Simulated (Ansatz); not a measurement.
# SiH4 (singlet): the correlation ladder at scale of all distances = 1.102, cc-pVDZ

Aim: climb from Hartree-Fock through coupled cluster and multireference methods for SiH4 (singlet) at one geometry and basis, and see what each rung misses.

Method: cc-pVDZ, core rule «outside noble gas», up to 5 orbitals frozen; program: Ansatz 0.2.0, Gaussian basis.

To be run: UHF; CCSD(T) on RHF; BCCD(T) on RHF; CISD; CCSDT(Q) on RHF; CASSCF and MRCISD+Q, 2 electrons in 2 orbitals; CASSCF and NEVPT2, 2 electrons in 2 orbitals; CASSCF and MRCISD+Q, 8 electrons in 8 orbitals; CASSCF and NEVPT4(SD), 8 electrons in 8 orbitals; CASSCF and NEVPT2, 8 electrons in 8 orbitals.

17 further runs of the same task are left out: 1 for a known fault of the program, 12 that didn't finish, 4 set aside as unsound or not needed.

## 1. The system

The geometry derives from a PBE0/def2-TZVP stationary point (not a proven minimum). All distances are scaled together.

5 atoms, charge 0, spin multiplicity 1.

Atoms are counted from 1 here; the program's logs count them from 0.

Bond lengths: Si1–H2 1.636 Å, Si1–H3 1.636 Å, Si1–H4 1.636 Å, Si1–H5 1.636 Å. Angles: H2–Si1–H3 109.5°, H2–Si1–H4 109.5°, H2–Si1–H5 109.5°, H3–Si1–H4 109.5°, H3–Si1–H5 109.5°, H4–Si1–H5 109.5°.

## 2. UHF

in.yaml

```yaml
crystal:
  periodic: [false, false, false]
  atoms:
    - {symbol: Si, position_ang: [0.000000, 0.000000, 0.000000]}
    - {symbol: H, position_ang: [0.943147, 0.946337, 0.944227]}
    - {symbol: H, position_ang: [-0.947225, -0.941575, 0.944905]}
    - {symbol: H, position_ang: [-0.941913, 0.942799, -0.948986]}
    - {symbol: H, position_ang: [0.945991, -0.947561, -0.940146]}
basis:
  gaussian: {orbitals: cc-pVDZ}
magnetization: {spin_polarized: true, initial_magnetization: 0}
hamiltonian: {xc: hf}
output: {orbitals: {seedname: orbitals}}
```

Started as:

```console
> ansatz run in.yaml --threads 1 --pin off --events-out ev --progress --plain --max-ram 2393MiB
```

After this run come: CCSD(T) on RHF; BCCD(T) on RHF; CISD; CCSDT(Q) on RHF; CASSCF and MRCISD+Q, 2 electrons in 2 orbitals; CASSCF and NEVPT2, 2 electrons in 2 orbitals; CASSCF and MRCISD+Q, 8 electrons in 8 orbitals; CASSCF and NEVPT4(SD), 8 electrons in 8 orbitals; CASSCF and NEVPT2, 8 electrons in 8 orbitals.

Q: Predict the results of all the runs planned. Wanted: RCCSDT(Q) below the RHF energy; RMP2 from RCCSDT(Q); RCCSD from RCCSDT(Q); RCCSD(T) from RCCSDT(Q); NEVPT2 pair from RCCSDT(Q); MRCISD+Q pair from RCCSDT(Q); NEVPT2 valence from RCCSDT(Q); T1 diagnostic; effectively unpaired electrons.

**Answer**, as computed:

| quantity | value |
| --- | --- |
| RCCSDT(Q) below the RHF energy | -4.1960 eV |
| RMP2 from RCCSDT(Q) | +22.95 kcal/mol |
| RCCSD from RCCSDT(Q) | +2.38 kcal/mol |
| RCCSD(T) from RCCSDT(Q) | +0.53 kcal/mol |
| NEVPT2 pair from RCCSDT(Q) | +22.35 kcal/mol |
| MRCISD+Q pair from RCCSDT(Q) | -0.24 kcal/mol |
| NEVPT2 valence from RCCSDT(Q) | +17.68 kcal/mol |
| levels within 1 kcal/mol (43 meV) | RCCSD(T), BCCD(T), RCCSDT, MRCISD+Q pair, MRCISD+Q valence |
| T1 diagnostic | 0.011 |
| effectively unpaired electrons | 0.03 |

In words: RCCSD(T) lands +0.53 kcal/mol from the yardstick (0.6 % of the correlation energy). One determinant dominates. Of the multireference levels listed MRCISD+Q valence comes nearest in total energy (+0.20 kcal/mol), which doesn't show that its space is the better one. These misses are within one basis, not against nature.
